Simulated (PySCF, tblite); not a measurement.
# 3-thiophenethiol: dynamics, then NMR shifts and electronic excitations on frames, part 1 of 2

How do NMR shifts and electronic excitations of 3-thiophenethiol (`Sc1ccsc1`) change as the atoms move?

Computed with tblite 0.8.0 and PySCF 2.14.0, with density-fitted response routines of our own, on a single molecule in the gas phase. Atoms count from 0, in the outputs and in this text.

### Step 1. The starting structure

10 atoms, charge 0, multiplicity 1; geometry from: GFN2-xTB.

Bonds of the start (Å): S0–C1 1.76, C1–C2 1.42, C2–C3 1.35, C3–S4 1.72, S4–C5 1.72, C5–C1 1.36, S0–H6 1.33, C2–H7 1.08, C3–H8 1.07, C5–H9 1.07.

### Step 2. Thermal motion with GFN2-xTB

The job: settings as JSON, then the geometry in Å.

```
{"job": {"kind": "md", "xc": "GFN2-xTB", "basis": "xTB", "temperature": 400, "steps": 2000, "every": 50, "frames": 5}, "charge": 0, "multiplicity": 1}
S      2.318143    -0.211306    -0.590877
C      0.615492     0.128911    -0.282131
C     -0.227917    -0.678314     0.524074
C     -1.488761    -0.186884     0.593133
S     -1.676804     1.260042    -0.315157
C     -0.029031     1.208468    -0.801947
H      2.352223    -1.323476     0.140216
H      0.099856    -1.573799     1.021375
H     -2.325862    -0.589995     1.126935
H      0.371545     1.971006    -1.438149
```

Method: GFN2-xTB Langevin dynamics, gas phase.

On the command line:

```bash
OMP_NUM_THREADS=1 python probes_run.py task.json out
```

The driver reads the jobs from task.json and runs them one after another.

Standard output:

```text
t/fs     T/K      E/eV
    0.0   339.0   -464.40717
   25.0   267.8   -464.14985
   50.0   284.3   -464.05367
   75.0   453.9   -464.07102
  100.0   290.0   -463.94523
  125.0   359.0   -463.97341
  150.0   285.4   -463.86903
  175.0   450.4   -463.95999
  200.0   185.9   -463.64893
  225.0   445.9   -463.82766
  250.0   662.1   -464.12948
  275.0   397.8   -463.73036
  300.0   522.8   -463.92751
  325.0   266.5   -463.75654
  350.0   517.2   -463.94612
  375.0   307.9   -463.91098
  400.0   288.9   -463.88046
  425.0   572.1   -464.00332
  450.0   383.1   -463.80552
  475.0   392.6   -463.94802
  500.0   464.7   -463.98413
  525.0   336.4   -464.05023
  550.0   395.1   -463.98699
  575.0   385.7   -463.92175
  600.0   282.4   -463.75533
  625.0   397.6   -463.90586
  650.0   356.5   -463.92408
  675.0   435.6   -463.86783
  700.0   407.0   -464.00681
  725.0   290.1   -463.99183
  750.0   366.8   -464.00007
  775.0   353.9   -463.92137
  800.0   389.3   -463.97526
  825.0   620.9   -464.01644
  850.0   390.1   -463.83442
  875.0   417.4   -463.85544
  900.0   581.0   -464.07498
  925.0   558.4   -463.92881
  950.0   559.4   -464.00769
  975.0   507.0   -463.85796
 1000.0   601.5   -463.86054
```

Wall time 15 s (1 thread of Arm Neoverse N1, shared host); peak memory 0.18 GiB.

Distance from the start (root mean square after alignment): 0 fs 0.00 Å, 200 fs 0.61 Å, 400 fs 0.69 Å, 600 fs 0.32 Å, 800 fs 0.28 Å, 1000 fs 0.18 Å.

Positions (Å) and forces (eV/Å) at 1000 fs:

```xyz
10

S     1.116    0.190   -1.084    0.549    0.040   -0.220
C    -0.216    0.560   -0.013    0.155   -1.520   -0.450
C    -0.997   -0.510    0.568    0.681    0.879   -0.491
C    -2.112   -0.071    1.223    3.177    0.925   -1.704
S    -2.094    1.653    1.211   -0.269    0.804   -0.407
C    -0.673    1.800    0.126   -1.705    0.330    1.482
H     0.791   -1.087   -1.160    0.116   -0.296   -0.114
H    -0.613   -1.506    0.398   -0.550   -0.102    0.270
H    -2.784   -0.773    1.514   -1.978   -0.833    1.291
H    -0.323    2.736   -0.273   -0.176   -0.227    0.342
```

### Step 3. Nuclear shieldings: 250 fs, PBE0/pcSseg-1

The job: settings as JSON, then the geometry in Å.

```
{"job": {"kind": "nmr", "xc": "PBE0", "basis": "pcSseg-1", "pop": false}, "charge": 0, "multiplicity": 1}
S      2.125700    -0.280500    -0.597300
C      0.503600     0.048200    -0.239000
C     -0.384700    -0.774900     0.447500
C     -1.598300    -0.161400     0.677400
S     -1.685200     1.325100    -0.131700
C     -0.104900     1.225600    -0.641100
H      2.494400     0.931900    -0.909700
H     -0.001400    -1.722100     0.861600
H     -2.460400    -0.553900     1.139900
H      0.447900     1.994300    -1.209600
```

With the program's defaults for keys left out, this is: GIAO PBE0/pcSseg-1 NMR shielding, non-relativistic, gas phase.

Standard output:

```text
coarse grid: 10072 points
cycle   1  E = -950.6002987329  dE =  1.268e+00  |g| = 2.990e-01  |ddm| = 3.390e+00
cycle   2  E = -950.5859245628  dE =  1.437e-02  |g| = 3.805e-01  |ddm| = 7.635e-01
cycle   3  E = -950.6240580186  dE = -3.813e-02  |g| = 8.109e-02  |ddm| = 5.098e-01
cycle   4  E = -950.6257067163  dE = -1.649e-03  |g| = 2.990e-02  |ddm| = 1.201e-01
cycle   5  E = -950.6259063621  dE = -1.996e-04  |g| = 8.555e-03  |ddm| = 3.183e-02
cycle   6  E = -950.6259246268  dE = -1.826e-05  |g| = 1.938e-03  |ddm| = 1.170e-02
cycle   7  E = -950.6259252734  dE = -6.466e-07  |g| = 6.834e-04  |ddm| = 2.701e-03
final grid: 89816 points
cycle   8  E = -950.6664171385  dE = -1.444e-05  |g| = 9.035e-03  |ddm| = 3.083e-02
cycle   9  E = -950.6663889874  dE =  2.815e-05  |g| = 1.354e-02  |ddm| = 2.313e-02
cycle  10  E = -950.6664366633  dE = -4.768e-05  |g| = 1.602e-03  |ddm| = 1.595e-02
cycle  11  E = -950.6664373525  dE = -6.892e-07  |g| = 3.422e-04  |ddm| = 2.115e-03
cycle  12  E = -950.6664373809  dE = -2.846e-08  |g| = 6.517e-05  |ddm| = 3.849e-04
cycle  13  E = -950.6664373816  dE = -6.944e-10  |g| = 3.695e-05  |ddm| = 1.053e-04
cycle  14  E = -950.6664373820  dE = -3.490e-10  |g| = 1.299e-05  |ddm| = 4.681e-05
converged SCF energy = -950.6664373820

GIAO shielding tensors (ppm)
atom      isotropic    diamagn.    paramagn.     s11        s22        s33       span
  0 S      570.740    1055.285    -484.545    392.936    481.191    838.093    445.157
  1 C       50.318     261.765    -211.447    -35.895     43.850    143.001    178.896
  2 C       57.174     249.321    -192.147    -18.047     37.381    152.188    170.235
  3 C       56.411     258.599    -202.187    -24.697     51.115    142.816    167.513
  4 S      294.705    1056.193    -761.488    170.806    262.774    450.535    279.729
  5 C       62.181     258.615    -196.434    -20.712     84.115    123.141    143.853
  6 H       28.192      30.490      -2.299     20.361     27.831     36.384     16.023
  7 H       24.310      29.938      -5.628     20.547     25.714     26.668      6.121
  8 H       24.947      30.946      -5.998     21.954     25.012     27.875      5.921
  9 H       24.638      31.713      -7.075     20.356     26.054     27.504      7.148
```

Wall time 18 s (1 thread of Arm Neoverse N1, shared host); peak memory 0.66 GiB.

The references, computed at this level on geometries of the same kind, shield at (ppm): 1H TMS 31.72, 13C TMS 186.9, 33S CS2 504. Their shielding less the atom's gives the shift. The references are single molecules in the gas phase. Each atom is listed at this fixed geometry, with no averaging over motion; a spectrum would average atoms that exchange fast.

| atoms | environment | σ (ppm) | δ (ppm) |
| --- | --- | --- | --- |
| C1 | aromatic carbon bearing sulfur | 50.3 | 136.6 |
| C3 | aromatic CH next to the ring sulfur | 56.4 | 130.5 |
| C2 | aromatic CH | 57.2 | 129.8 |
| C5 | aromatic CH next to the ring sulfur | 62.2 | 124.7 |
| H7 | hydrogen on an aromatic CH | 24.31 | 7.41 |
| H9 | hydrogen on an aromatic CH next to the ring sulfur | 24.64 | 7.08 |
| H8 | hydrogen on an aromatic CH next to the ring sulfur | 24.95 | 6.77 |
| H6 | hydrogen on a thiol sulfur | 28.19 | 3.53 |
| S4 | aromatic ring sulfur | 295 | 209 |
| S0 | thiol sulfur | 571 | -67 |

Ring of atoms C1, C2, C3, S4, C5: NICS(0) -13.1, NICS(1) -11.4, NICS(1)zz -27.7 ppm (means of both faces).

### Step 4. Ultraviolet spectrum: 250 fs, PBE0/def2-SVPD

The job, as its differences from that of step 3:

```diff
@@ -1,2 +1,2 @@
-{"job": {"kind": "nmr", "xc": "PBE0", "basis": "pcSseg-1", "pop": false}, "charge": 0, "multiplicity": 1}
+{"job": {"kind": "uv", "xc": "PBE0", "basis": "def2-SVPD", "nstates": 5, "ntriplets": 0}, "charge": 0, "multiplicity": 1}
 S      2.125700    -0.280500    -0.597300
```

Method: TDDFT PBE0/def2-SVPD, vertical, gas phase, core orbitals frozen in the response.

Standard output:

```text
coarse grid: 10072 points
cycle   1  E = -950.2616245073  dE =  1.217e+00  |g| = 2.877e-01  |ddm| = 6.020e+00
cycle   2  E = -950.2436699728  dE =  1.795e-02  |g| = 3.858e-01  |ddm| = 1.447e+00
cycle   3  E = -950.2848004515  dE = -4.113e-02  |g| = 7.652e-02  |ddm| = 9.612e-01
cycle   4  E = -950.2863029269  dE = -1.502e-03  |g| = 2.930e-02  |ddm| = 2.078e-01
cycle   5  E = -950.2865045292  dE = -2.016e-04  |g| = 8.527e-03  |ddm| = 6.413e-02
cycle   6  E = -950.2865241737  dE = -1.964e-05  |g| = 1.644e-03  |ddm| = 1.853e-02
cycle   7  E = -950.2865248338  dE = -6.601e-07  |g| = 5.350e-04  |ddm| = 5.277e-03
final grid: 89816 points
cycle   8  E = -950.3807929737  dE = -1.357e-05  |g| = 9.028e-03  |ddm| = 1.155e-01
cycle   9  E = -950.3807612258  dE =  3.175e-05  |g| = 1.380e-02  |ddm| = 4.230e-02
cycle  10  E = -950.3808140503  dE = -5.282e-05  |g| = 1.659e-03  |ddm| = 2.998e-02
cycle  11  E = -950.3808148221  dE = -7.718e-07  |g| = 3.860e-04  |ddm| = 4.164e-03
cycle  12  E = -950.3808148604  dE = -3.829e-08  |g| = 6.207e-05  |ddm| = 1.017e-03
cycle  13  E = -950.3808148612  dE = -7.817e-10  |g| = 3.338e-05  |ddm| = 2.152e-04
cycle  14  E = -950.3808148614  dE = -2.772e-10  |g| = 1.422e-05  |ddm| = 8.704e-05
converged SCF energy = -950.3808148614

Static polarisability (au): isotropic 83.075, principal 55.607 82.255 111.364

Singlet excitations
state   eV       nm        f      main configurations
  1   4.6584    266.2   0.06110   H->L 0.91
  2   5.0770    244.2   0.00808   H->L+1 0.86
  3   5.4895    225.9   0.00160   H->L+2 0.89
  4   5.7465    215.8   0.00737   H-1->L 0.50, H->L+3 0.36
  5   5.8646    211.4   0.01386   H->L+3 0.41, H->L+4 0.39, H-1->L 0.14
```

Wall time 25 s (1 thread of Arm Neoverse N1, shared host); peak memory 0.74 GiB.

Frontier orbitals and where they lie:

| orbital | eV | atoms |
| --- | --- | --- |
| HOMO−3 | -9.63 | S0 40 %, S4 28 %, C1 11 % |
| HOMO−2 | -8.84 | S0 36 %, S4 22 %, C1 19 % |
| HOMO−1 | -7.33 | C2 28 %, C3 22 %, S4 18 % |
| HOMO | -6.20 | S0 37 %, C5 17 %, C1 16 % |
| LUMO | -0.73 | S4 24 %, C3 21 %, C5 19 % |
| LUMO+1 | 0.19 | S0 43 %, H6 18 %, H9 9 % |
| LUMO+2 | 0.48 | S4 57 %, S0 16 %, C3 7 % |

With each of the 5 states as a Gaussian band of 0.4 eV half-width at 1/e, the curve within the window shown has maxima at 265 nm (ε 2,600), 214 nm (ε 890) L/(mol cm). Beyond the last state computed it falls off for lack of states. The curve at chosen wavelengths:

(nm, ε (L/mol/cm)): (201, 424), (205, 640), (209, 812), (213, 887), (218, 836), (222, 732), (226, 636), (230, 598), (234, 647), (238, 797), (243, 1120), (247, 1460), (251, 1829), (255, 2172), (259, 2435), (263, 2574), (268, 2547), (272, 2378), (276, 2111), (280, 1789), (284, 1452), (288, 1132), (293, 788), (297, 569), (301, 398), (305, 271)

Ground-state properties from the same run:

| property | computed |
| --- | --- |
| dipole moment (D) | 0.69 |
| polarisability (Å³) | 12.31 |
| HOMO–LUMO gap (eV) | 5.46 |
| −ε(HOMO) (eV) | 6.20 |

### Step 5. Nuclear shieldings: 425 fs, PBE0/pcSseg-1

The job: settings as JSON, then the geometry in Å.

```
{"job": {"kind": "nmr", "xc": "PBE0", "basis": "pcSseg-1", "pop": false}, "charge": 0, "multiplicity": 1}
S      2.187200    -0.476900    -0.551300
C      0.525600     0.014400    -0.291400
C     -0.227300    -0.960800     0.389400
C     -1.456500    -0.457400     0.610800
S     -1.719300     1.110200     0.091600
C     -0.089700     1.202500    -0.484400
H      2.665200     0.659600     0.021200
H      0.135100    -1.936600     0.486200
H     -2.278300    -1.086500     1.065500
H      0.274000     2.105500    -0.899000
```

Method: GIAO PBE0/pcSseg-1 NMR shielding, non-relativistic, gas phase.

Standard output:

```text
coarse grid: 10072 points
cycle   1  E = -950.5938876941  dE =  1.217e+00  |g| = 3.196e-01  |ddm| = 3.365e+00
cycle   2  E = -950.5739697813  dE =  1.992e-02  |g| = 4.173e-01  |ddm| = 8.185e-01
cycle   3  E = -950.6205288841  dE = -4.656e-02  |g| = 8.694e-02  |ddm| = 5.690e-01
cycle   4  E = -950.6224325304  dE = -1.904e-03  |g| = 3.063e-02  |ddm| = 1.270e-01
cycle   5  E = -950.6226403429  dE = -2.078e-04  |g| = 8.173e-03  |ddm| = 3.005e-02
cycle   6  E = -950.6226566479  dE = -1.630e-05  |g| = 2.004e-03  |ddm| = 1.092e-02
cycle   7  E = -950.6226573938  dE = -7.459e-07  |g| = 5.788e-04  |ddm| = 2.695e-03
final grid: 89816 points
cycle   8  E = -950.6634187966  dE = -1.301e-05  |g| = 8.524e-03  |ddm| = 2.854e-02
cycle   9  E = -950.6633939349  dE =  2.486e-05  |g| = 1.278e-02  |ddm| = 2.240e-02
cycle  10  E = -950.6634361741  dE = -4.224e-05  |g| = 1.488e-03  |ddm| = 1.557e-02
cycle  11  E = -950.6634367606  dE = -5.865e-07  |g| = 3.303e-04  |ddm| = 1.956e-03
cycle  12  E = -950.6634367867  dE = -2.608e-08  |g| = 6.268e-05  |ddm| = 3.341e-04
cycle  13  E = -950.6634367875  dE = -8.404e-10  |g| = 2.177e-05  |ddm| = 8.711e-05
converged SCF energy = -950.6634367875

GIAO shielding tensors (ppm)
atom      isotropic    diamagn.    paramagn.     s11        s22        s33       span
  0 S      568.208    1054.638    -486.430    338.012    546.394    820.218    482.206
  1 C       56.770     260.499    -203.729    -19.967     45.518    144.761    164.728
  2 C       47.341     251.892    -204.551    -37.658     51.348    128.332    165.991
  3 C       55.567     259.551    -203.984    -30.593     48.189    149.105    179.697
  4 S      289.342    1056.154    -766.812    148.690    306.258    413.077    264.387
  5 C       62.520     255.769    -193.250    -17.400     65.620    139.339    156.739
  6 H       27.467      28.145      -0.677     19.115     26.846     36.441     17.326
  7 H       24.771      32.610      -7.839     21.544     24.205     28.565      7.021
  8 H       24.174      28.349      -4.175     20.400     24.224     27.898      7.498
  9 H       25.119      32.104      -6.985     21.594     26.360     27.401      5.807
```

Run time: 17 s. Hardware: 1 thread of Arm Neoverse N1, shared host; peak memory 0.72 GiB.

Key values: δ C2 139.6, C3 131.4, C1 130.2, C5 124.4, H8 7.54, H7 6.95 ppm.

### Step 6. TDDFT and polarisability: 425 fs, PBE0/def2-SVPD

The job, as its differences from that of step 5:

```diff
@@ -1,2 +1,2 @@
-{"job": {"kind": "nmr", "xc": "PBE0", "basis": "pcSseg-1", "pop": false}, "charge": 0, "multiplicity": 1}
+{"job": {"kind": "uv", "xc": "PBE0", "basis": "def2-SVPD", "nstates": 5, "ntriplets": 0}, "charge": 0, "multiplicity": 1}
 S      2.187200    -0.476900    -0.551300
```

Level: TDDFT PBE0/def2-SVPD, vertical, gas phase, core orbitals frozen in the response.

Standard output:

```text
coarse grid: 10072 points
cycle   1  E = -950.2544926841  dE =  1.166e+00  |g| = 3.071e-01  |ddm| = 6.702e+00
cycle   2  E = -950.2305121061  dE =  2.398e-02  |g| = 4.220e-01  |ddm| = 1.713e+00
cycle   3  E = -950.2804084197  dE = -4.990e-02  |g| = 8.249e-02  |ddm| = 1.198e+00
cycle   4  E = -950.2821662131  dE = -1.758e-03  |g| = 2.974e-02  |ddm| = 2.476e-01
cycle   5  E = -950.2823729511  dE = -2.067e-04  |g| = 8.077e-03  |ddm| = 6.783e-02
cycle   6  E = -950.2823902673  dE = -1.732e-05  |g| = 1.742e-03  |ddm| = 2.070e-02
cycle   7  E = -950.2823910251  dE = -7.578e-07  |g| = 4.914e-04  |ddm| = 5.731e-03
final grid: 89816 points
cycle   8  E = -950.3769591593  dE = -1.105e-05  |g| = 8.651e-03  |ddm| = 9.260e-02
cycle   9  E = -950.3769302632  dE =  2.890e-05  |g| = 1.321e-02  |ddm| = 4.069e-02
cycle  10  E = -950.3769785052  dE = -4.824e-05  |g| = 1.611e-03  |ddm| = 3.065e-02
cycle  11  E = -950.3769792337  dE = -7.285e-07  |g| = 3.636e-04  |ddm| = 4.933e-03
cycle  12  E = -950.3769792670  dE = -3.333e-08  |g| = 6.115e-05  |ddm| = 8.864e-04
cycle  13  E = -950.3769792680  dE = -9.218e-10  |g| = 2.125e-05  |ddm| = 1.746e-04
converged SCF energy = -950.3769792680

Static polarisability (au): isotropic 83.258, principal 56.378 81.445 111.950

Singlet excitations
state   eV       nm        f      main configurations
  1   4.7734    259.7   0.06071   H->L 0.86
  2   5.4735    226.5   0.03054   H->L+2 0.63, H->L+1 0.15, H-1->L 0.10
  3   5.5972    221.5   0.01279   H->L+1 0.65, H->L+2 0.21, H-1->L 0.09
  4   5.6750    218.5   0.03475   H-1->L 0.72, H->L+1 0.15
  5   6.1060    203.1   0.01114   H->L+3 0.70, H-2->L 0.14
```

Wall time 24 s (1 thread of Arm Neoverse N1, shared host); peak memory 0.74 GiB.

Key values: HOMO -6.62 eV, LUMO -0.82 eV; lowest singlet 4.77 eV.

### Step 7. Shielding tensors: 625 fs, PBE0/pcSseg-1

The job: settings as JSON, then the geometry in Å.

```
{"job": {"kind": "nmr", "xc": "PBE0", "basis": "pcSseg-1", "pop": false}, "charge": 0, "multiplicity": 1}
S      2.398400    -0.313400    -0.480900
C      0.702100    -0.262100    -0.028600
C     -0.114000    -1.196300     0.696200
C     -1.333200    -0.781600     0.974600
S     -1.693600     0.660400     0.147700
C     -0.025900     0.796700    -0.359100
H      2.345100    -1.461600    -1.231900
H      0.256400    -2.211300     1.009400
H     -1.909000    -1.324800     1.673900
H      0.199800     1.558100    -1.052400
```

Method: GIAO PBE0/pcSseg-1 NMR shielding, non-relativistic, gas phase.

Standard output:

```text
coarse grid: 10072 points
cycle   1  E = -950.5955732185  dE =  1.180e+00  |g| = 3.091e-01  |ddm| = 3.347e+00
cycle   2  E = -950.5876480517  dE =  7.925e-03  |g| = 3.559e-01  |ddm| = 7.043e-01
cycle   3  E = -950.6201264637  dE = -3.248e-02  |g| = 7.945e-02  |ddm| = 4.574e-01
cycle   4  E = -950.6216842659  dE = -1.558e-03  |g| = 3.250e-02  |ddm| = 1.383e-01
cycle   5  E = -950.6219309502  dE = -2.467e-04  |g| = 9.077e-03  |ddm| = 3.708e-02
cycle   6  E = -950.6219511338  dE = -2.018e-05  |g| = 2.174e-03  |ddm| = 1.132e-02
cycle   7  E = -950.6219520629  dE = -9.291e-07  |g| = 7.068e-04  |ddm| = 2.713e-03
final grid: 89816 points
cycle   8  E = -950.6630969312  dE = -1.254e-05  |g| = 8.617e-03  |ddm| = 2.816e-02
cycle   9  E = -950.6630708366  dE =  2.609e-05  |g| = 1.304e-02  |ddm| = 2.250e-02
cycle  10  E = -950.6631148475  dE = -4.401e-05  |g| = 1.597e-03  |ddm| = 1.558e-02
cycle  11  E = -950.6631155154  dE = -6.678e-07  |g| = 3.278e-04  |ddm| = 2.003e-03
cycle  12  E = -950.6631155417  dE = -2.631e-08  |g| = 6.258e-05  |ddm| = 3.524e-04
cycle  13  E = -950.6631155426  dE = -8.840e-10  |g| = 1.968e-05  |ddm| = 8.890e-05
converged SCF energy = -950.6631155426

GIAO shielding tensors (ppm)
atom      isotropic    diamagn.    paramagn.     s11        s22        s33       span
  0 S      578.343    1053.873    -475.530    411.556    525.036    798.437    386.881
  1 C       59.053     260.200    -201.146    -26.455     64.114    139.501    165.956
  2 C       47.592     252.643    -205.051    -32.473     47.811    127.438    159.911
  3 C       60.238     261.093    -200.855    -37.103     62.022    155.795    192.898
  4 S      277.425    1055.754    -778.329    133.962    324.839    373.474    239.512
  5 C       48.302     256.314    -208.011    -41.499     52.357    134.049    175.548
  6 H       27.700      27.487       0.213     20.433     25.597     37.071     16.637
  7 H       24.234      30.075      -5.841     20.153     25.666     26.883      6.730
  8 H       24.763      30.967      -6.204     21.726     25.435     27.127      5.401
  9 H       24.941      32.068      -7.127     20.973     26.228     27.622      6.649
```

It took 17 s on 1 thread of Arm Neoverse N1, shared host; peak memory 0.72 GiB.

Key values: δ C2 139.3, C5 138.6, C1 127.9, C3 126.7, H7 7.48, H8 6.95 ppm.

### Step 8. Ultraviolet spectrum: 625 fs, PBE0/def2-SVPD

The job, as its differences from that of step 7:

```diff
@@ -1,2 +1,2 @@
-{"job": {"kind": "nmr", "xc": "PBE0", "basis": "pcSseg-1", "pop": false}, "charge": 0, "multiplicity": 1}
+{"job": {"kind": "uv", "xc": "PBE0", "basis": "def2-SVPD", "nstates": 5, "ntriplets": 0}, "charge": 0, "multiplicity": 1}
 S      2.398400    -0.313400    -0.480900
```

With the program's defaults for keys left out, this is: TDDFT PBE0/def2-SVPD, vertical, gas phase, core orbitals frozen in the response.

Standard output:

```text
coarse grid: 10072 points
cycle   1  E = -950.2553935288  dE =  1.130e+00  |g| = 2.957e-01  |ddm| = 6.380e+00
cycle   2  E = -950.2437704193  dE =  1.162e-02  |g| = 3.619e-01  |ddm| = 1.537e+00
cycle   3  E = -950.2792449763  dE = -3.547e-02  |g| = 7.597e-02  |ddm| = 9.330e-01
cycle   4  E = -950.2807034017  dE = -1.458e-03  |g| = 3.203e-02  |ddm| = 2.424e-01
cycle   5  E = -950.2809585940  dE = -2.552e-04  |g| = 9.046e-03  |ddm| = 8.440e-02
cycle   6  E = -950.2809797892  dE = -2.120e-05  |g| = 2.026e-03  |ddm| = 2.784e-02
cycle   7  E = -950.2809807951  dE = -1.006e-06  |g| = 7.140e-04  |ddm| = 6.508e-03
final grid: 89816 points
cycle   8  E = -950.3759243779  dE = -1.088e-05  |g| = 8.739e-03  |ddm| = 9.885e-02
cycle   9  E = -950.3758943870  dE =  2.999e-05  |g| = 1.344e-02  |ddm| = 4.043e-02
cycle  10  E = -950.3759442288  dE = -4.984e-05  |g| = 1.722e-03  |ddm| = 2.883e-02
cycle  11  E = -950.3759450498  dE = -8.210e-07  |g| = 3.580e-04  |ddm| = 4.720e-03
cycle  12  E = -950.3759450828  dE = -3.303e-08  |g| = 5.982e-05  |ddm| = 8.454e-04
cycle  13  E = -950.3759450838  dE = -9.429e-10  |g| = 2.104e-05  |ddm| = 1.965e-04
converged SCF energy = -950.3759450838

Static polarisability (au): isotropic 83.603, principal 57.090 81.695 112.025

Singlet excitations
state   eV       nm        f      main configurations
  1   5.1721    239.7   0.05127   H->L 0.91
  2   5.3068    233.6   0.02510   H->L+1 0.86
  3   5.7897    214.1   0.00455   H->L+2 0.80
  4   5.8276    212.8   0.07131   H-1->L 0.81
  5   6.0422    205.2   0.00055   H-1->L+1 0.68, H-1->L+2 0.15
```

Wall time 24 s (1 thread of Arm Neoverse N1, shared host); peak memory 0.74 GiB.

This run: HOMO -6.80 eV, LUMO -0.66 eV; lowest singlet 5.17 eV.

(Continued in part 2 of 2.)
